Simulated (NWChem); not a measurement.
Everything below was run with NWChem. System: Si (-1), charge -1, spin multiplicity 4. Its SCF solution wasn't tested for a lower state. Level: UCCSD(T)/def2-SVPD, 5 core orbitals frozen.

The NWChem input:

```
start mol
memory heap 100 mb stack 700 mb global 1900 mb
charge -1
geometry units angstroms nocenter noautoz
  Si     0.000000     0.000000     0.000000
  symmetry group D2h
end
basis spherical
  * library def2-svpd
end
scf
  uhf
  nopen 3
  maxiter 100
  thresh 1e-7
  semidirect memsize 60000000 filesize 0
  # guess.movecs holds the orbitals of an unrestricted PBE0 run
  vectors input guess.movecs output mol.movecs
end
tce
  freeze core 5
  ccsd(t)
  thresh 1e-6
  maxiter 100
  tilesize 24
end
task tce energy
```

Part of the output:

```
             Northwest Computational Chemistry Package (NWChem) 7.3.0
             --------------------------------------------------------

                                NWChem Input Module
                                -------------------

 Scaling coordinates for geometry "geometry" by  1.889725989
 (inverse scale =  0.529177249)

                             Geometry "geometry" -> ""
                             -------------------------

 Output coordinates in angstroms (scale by  1.889725989 to convert to a.u.)

  No.       Tag          Charge          X              Y              Z
 ---- ---------------- ---------- -------------- -------------- --------------
    1 Si                  14.0000     0.00000000     0.00000000     0.00000000

 Effective nuclear repulsion energy (a.u.)       0.0000000000

            Nuclear Dipole moment (a.u.)
            ----------------------------
        X                 Y               Z
 ---------------- ---------------- ----------------
     0.0000000000     0.0000000000     0.0000000000

      Symmetry information
      --------------------

 Group name             D2h
 Group number             26
 Group order               8
 No. of unique centers     1

      Symmetry unique atoms

     1


 Summary of "ao basis" -> "" (spherical)
 ------------------------------------------------------------------------------
       Tag                 Description            Shells   Functions and Types
 ---------------- ------------------------------  ------  ---------------------
 *                         def2-svpd                  on all atoms

 Summary of "ao basis" -> "ao basis" (spherical)
 ------------------------------------------------------------------------------
       Tag                 Description            Shells   Functions and Types
 ---------------- ------------------------------  ------  ---------------------
 Si                        def2-svpd                10       24   5s3p2d

                                 NWChem SCF Module
                                 -----------------

  ao basis        = "ao basis"
  functions       =    24
  atoms           =     1
  alpha electrons =     9
  beta  electrons =     6
  charge          =  -1.00
  wavefunction    = UHF
  use symmetry    = T
  symmetry adapt  = T

 Summary of "ao basis" -> "ao basis" (spherical)
 ------------------------------------------------------------------------------
       Tag                 Description            Shells   Functions and Types
 ---------------- ------------------------------  ------  ---------------------
 Si                        def2-svpd                10       24   5s3p2d

      Symmetry analysis of basis
      --------------------------

        ag          9
        au          0
        b1g         2
        b1u         3
        b2g         2
        b2u         3
        b3g         2
        b3u         3

 Forming initial guess at       0.0s

   Symmetry analysis of molecular orbitals - initial alpha
   -------------------------------------------------------

  Numbering of irreducible representations:

     1 ag          2 au          3 b1g         4 b1u         5 b2g
     6 b2u         7 b3g         8 b3u

  Orbital symmetries:

     1 ag          2 ag          3 b2u         4 b1u         5 b3u
     6 ag          7 b1u         8 b3u         9 b2u        10 ag
    11 ag         12 b3g        13 b1g        14 ag         15 b2g
    16 ag         17 b1u        18 b3u        19 b2u

   Symmetry analysis of molecular orbitals - initial beta
   ------------------------------------------------------

  Numbering of irreducible representations:

     1 ag          2 au          3 b1g         4 b1u         5 b2g
     6 b2u         7 b3g         8 b3u

  Orbital symmetries:

     1 ag          2 ag          3 b2u         4 b1u         5 b3u
     6 ag          7 b3u         8 b1u         9 b2u        10 ag
    11 ag         12 b2g        13 b1g        14 b3g        15 ag
    16 ag         17 b2u        18 b1u        19 b3u

 Starting SCF solution at       0.0s

 ----------------------------------------------
         Quadratically convergent UHF

 Convergence threshold     :          1.000E-07
 Maximum no. of iterations :          100
 Integral*density screening:          1.000E-09
 ----------------------------------------------

              iter       energy          gnorm     gmax       time
             ----- ------------------- --------- --------- --------
                 1     -288.7669952912  1.79D-01  7.38D-02      0.0
                 2     -288.7688802479  8.96D-03  5.81D-03      0.0
                 3     -288.7689116475  2.46D-05  1.42D-05      0.1
                 4     -288.7689116478  2.77D-09  1.68D-09      0.1

       Final UHF  results
       ------------------

         Total SCF energy =   -288.768911647772
      One electron energy =   -404.661529656465
      Two electron energy =    115.892618008693
 Nuclear repulsion energy =      0.000000000000

                       Sz =      1.5000
                 Sz(Sz+1) =      3.7500
                      S^2 =      3.7526

        Time for solution =      0.0s

       Symmetry analysis of molecular orbitals - alpha
       -----------------------------------------------

  Numbering of irreducible representations:

     1 ag          2 au          3 b1g         4 b1u         5 b2g
     6 b2u         7 b3g         8 b3u

  Orbital symmetries:

     1 ag          2 ag          3 b1u         4 b3u         5 b2u
     6 ag          7 b1u         8 b3u         9 b2u        10 ag
    11 ag         12 b1g        13 b3g        14 ag         15 b2g
[...]
   Bfn.  Coefficient  Atom+Function         Bfn.  Coefficient  Atom+Function
  ----- ------------  ---------------      ----- ------------  ---------------
    13      0.769603  1 Si py                10      0.337464  1 Si py
     7     -0.197733  1 Si py

 Vector   10  Occ=0.000000D+00  E= 2.631065D-01  Symmetry=ag
              MO Center=  4.5D-23,  5.9D-20,  1.1D-20, r^2= 1.0D+01
   Bfn.  Coefficient  Atom+Function         Bfn.  Coefficient  Atom+Function
  ----- ------------  ---------------      ----- ------------  ---------------
     5     -3.579453  1 Si s                  4      3.457938  1 Si s
     3     -0.243129  1 Si s

 Vector   11  Occ=0.000000D+00  E= 3.838564D-01  Symmetry=ag
              MO Center=  8.4D-17, -2.2D-17,  7.6D-17, r^2= 6.4D+00
   Bfn.  Coefficient  Atom+Function         Bfn.  Coefficient  Atom+Function
  ----- ------------  ---------------      ----- ------------  ---------------
    24      0.848611  1 Si d  2              22      0.478028  1 Si d  0

 Vector   12  Occ=0.000000D+00  E= 3.838564D-01  Symmetry=b1g
              MO Center=  2.9D-19, -5.6D-25,  1.4D-33, r^2= 6.4D+00
   Bfn.  Coefficient  Atom+Function         Bfn.  Coefficient  Atom+Function
  ----- ------------  ---------------      ----- ------------  ---------------
    20      0.973987  1 Si d -2

                     UHF Final Beta Molecular Orbital Analysis
                     -----------------------------------------

 Vector    4  Occ=1.000000D+00  E=-3.929948D+00  Symmetry=b1u
              MO Center=  6.7D-20,  3.5D-28,  5.2D-21, r^2= 1.0D-01
   Bfn.  Coefficient  Atom+Function         Bfn.  Coefficient  Atom+Function
  ----- ------------  ---------------      ----- ------------  ---------------
     8      0.987645  1 Si pz

 Vector    5  Occ=1.000000D+00  E=-3.929948D+00  Symmetry=b3u
              MO Center=  4.3D-29,  1.4D-43, -1.6D-35, r^2= 1.0D-01
   Bfn.  Coefficient  Atom+Function         Bfn.  Coefficient  Atom+Function
  ----- ------------  ---------------      ----- ------------  ---------------
     6      0.987645  1 Si px

 Vector    6  Occ=1.000000D+00  E=-1.462615D-01  Symmetry=ag
              MO Center= -1.3D-24,  1.5D-17, -1.1D-24, r^2= 1.9D+00
   Bfn.  Coefficient  Atom+Function         Bfn.  Coefficient  Atom+Function
  ----- ------------  ---------------      ----- ------------  ---------------
     3      0.692933  1 Si s                  2      0.428172  1 Si s
     5      0.263653  1 Si s                  4      0.193531  1 Si s

 Vector    7  Occ=0.000000D+00  E= 2.811144D-01  Symmetry=ag
              MO Center=  1.1D-38, -8.7D-33,  2.1D-27, r^2= 1.0D+01
   Bfn.  Coefficient  Atom+Function         Bfn.  Coefficient  Atom+Function
  ----- ------------  ---------------      ----- ------------  ---------------
     4      3.715354  1 Si s                  5     -3.711618  1 Si s
     3     -0.339085  1 Si s

 Vector    8  Occ=0.000000D+00  E= 3.338827D-01  Symmetry=b3u
              MO Center= -1.1D-17, -1.3D-26,  5.2D-17, r^2= 3.1D+00
   Bfn.  Coefficient  Atom+Function         Bfn.  Coefficient  Atom+Function
  ----- ------------  ---------------      ----- ------------  ---------------
    12      0.891984  1 Si px                 9      0.172470  1 Si px
     6     -0.152465  1 Si px

 Vector    9  Occ=0.000000D+00  E= 3.338827D-01  Symmetry=b1u
              MO Center= -4.5D-35,  1.1D-41,  7.7D-25, r^2= 3.1D+00
   Bfn.  Coefficient  Atom+Function         Bfn.  Coefficient  Atom+Function
  ----- ------------  ---------------      ----- ------------  ---------------
    14      0.891984  1 Si pz                11      0.172470  1 Si pz
     8     -0.152465  1 Si pz

 center of mass
 --------------
 x =   0.00000000 y =   0.00000000 z =   0.00000000

 moments of inertia (a.u.)
 ------------------
           0.000000000000           0.000000000000           0.000000000000
           0.000000000000           0.000000000000           0.000000000000
           0.000000000000           0.000000000000           0.000000000000

  Mulliken analysis of the total density
  --------------------------------------

    Atom       Charge   Shell Charges
 -----------   ------   -------------------------------------------------------
    1 Si  14    15.00   2.00  1.99  1.14  0.62  0.25  5.94  0.84  2.22  0.00  0.00

  Mulliken analysis of the alpha density
  --------------------------------------

    Atom       Charge   Shell Charges
 -----------   ------   -------------------------------------------------------
    1 Si  14     9.00   1.00  1.00  0.54  0.45  0.02  2.98  0.80  2.22  0.00  0.00

   Mulliken analysis of the beta density
   -------------------------------------

    Atom       Charge   Shell Charges
 -----------   ------   -------------------------------------------------------
    1 Si  14     6.00   1.00  1.00  0.60  0.17  0.23  2.96  0.04 -0.00  0.00  0.00

   Mulliken analysis of the spin density
   -------------------------------------

    Atom       Charge   Shell Charges
 -----------   ------   -------------------------------------------------------
    1 Si  14     3.00  -0.00 -0.00 -0.07  0.27 -0.21  0.01  0.76  2.22 -0.00 -0.00

       Multipole analysis of the density wrt the origin
       ------------------------------------------------

     L   x y z        total         alpha         beta         nuclear
     -   - - -        -----         -----         ----         -------
     0   0 0 0     -1.000000     -9.000000     -6.000000     14.000000

     1   1 0 0     -0.000000     -0.000000     -0.000000      0.000000
     1   0 1 0     -0.000000     -0.000000     -0.000000      0.000000
     1   0 0 1      0.000000      0.000000     -0.000000      0.000000

     2   2 0 0    -14.963945    -12.172000     -2.791945      0.000000
     2   1 1 0     -0.000000     -0.000000     -0.000000      0.000000
     2   1 0 1      0.000000      0.000000      0.000000      0.000000
     2   0 2 0    -14.963945    -12.172000     -2.791945      0.000000
     2   0 1 1      0.000000     -0.000000      0.000000      0.000000
     2   0 0 2    -14.963945    -12.172000     -2.791945      0.000000

                   NWChem Extensible Many-Electron Theory Module
                   ---------------------------------------------


            General Information
            -------------------
      Number of processors :     1
         Wavefunction type : Unrestricted Hartree-Fock
          No. of electrons :    15
           Alpha electrons :     9
            Beta electrons :     6
           No. of orbitals :    48
            Alpha orbitals :    24
             Beta orbitals :    24
        Alpha frozen cores :     5
         Beta frozen cores :     5
     Alpha frozen virtuals :     0
      Beta frozen virtuals :     0
         Spin multiplicity : quartet
    Number of AO functions :    24
       Number of AO shells :    10
        Use of symmetry is : on
      Symmetry adaption is : on
         Schwarz screening : 0.10D-09

          Correlation Information
          -----------------------
          Calculation type : Coupled-cluster singles & doubles w/ perturbation
   Perturbative correction : (T)
            Max iterations :      100
        Residual threshold : 0.10D-05
     T(0) DIIS level shift : 0.00D+00
     L(0) DIIS level shift : 0.00D+00
     T(1) DIIS level shift : 0.00D+00
     L(1) DIIS level shift : 0.00D+00
     T(R) DIIS level shift : 0.00D+00
     T(I) DIIS level shift : 0.00D+00
   CC-T/L Amplitude update :  5-th order DIIS
                I/O scheme : Global Array Library
        L-threshold :  0.10D-05
        EOM-threshold :  0.10D-05
 no EOMCCSD initial starts read in
 TCE RESTART OPTIONS
 SLICE:      F
 D4D5:       F
 quantumc:   F
 qrotation:  F
 pwtce:      F
 qducc:      F
 nacto:                         0
 nrotv:                         0
 nrot:                          0

            Memory Information
            ------------------
          Available GA space size is     249035648 doubles
          Available MA space size is     104855900 doubles

 Maximum block size supplied by input
 Maximum block size        24 doubles

 tile_dim =      6

 -------------------------------------------------

 Global array virtual files algorithm will be used

 Parallel file system coherency ......... OK


 half-transformed integrals in memory

 2-e (intermediate) file size =          449280
 2-e (intermediate) file name = ./mol.v2i

 2-e integrals stored in memory



CCSD iterations
 ---------------------------------------------------------
 Iter          Residuum       Correlation     Cpu    Wall
 ---------------------------------------------------------
    1   0.0703065721618  -0.0606954546815     0.0     0.0
    2   0.0198477815863  -0.0739575656658     0.0     0.0
    3   0.0075630345497  -0.0767428241470     0.0     0.0
    4   0.0033769333406  -0.0774668106190     0.0     0.0
    5   0.0016584970867  -0.0776985454216     0.0     0.0
    6   0.0002064809214  -0.0778589022658     0.0     0.0
    7   0.0001116565732  -0.0778562379893     0.1     0.1
    8   0.0000707553924  -0.0778553739898     0.1     0.1
    9   0.0000457599389  -0.0778551782661     0.1     0.1
   10   0.0000298995228  -0.0778551284568     0.1     0.1
   11   0.0000010667181  -0.0778551304219     0.1     0.1
   12   0.0000003242377  -0.0778552417926     0.0     0.0
 -----------------------------------------------------------------
 Iterations converged
 CCSD correlation energy / hartree =        -0.077855241792608
 CCSD total energy / hartree       =      -288.846766889565117

 Singles contributions

 Doubles contributions
 CCSD(T)
 Using plain CCSD(T) code
             total no. of tasks          577
 total no. of tasks / no. procs          577
                         wl_min            1           1.0
                         wl_max          216           2.4
        thresh for no. of tasks          577

 CCSD[T]  correction energy / hartree =        -0.002039931850443
 CCSD[T] correlation energy / hartree =        -0.079895173643051
 CCSD[T] total energy / hartree       =      -288.848806821415565
 CCSD(T)  correction energy / hartree =        -0.002025799784835
 CCSD(T) correlation energy / hartree =        -0.079881041577443
 CCSD(T) total energy / hartree       =      -288.848792689349978

 Task  times  cpu:        0.8s     wall:        0.8s

 Total times  cpu:        0.8s     wall:        0.8s
```
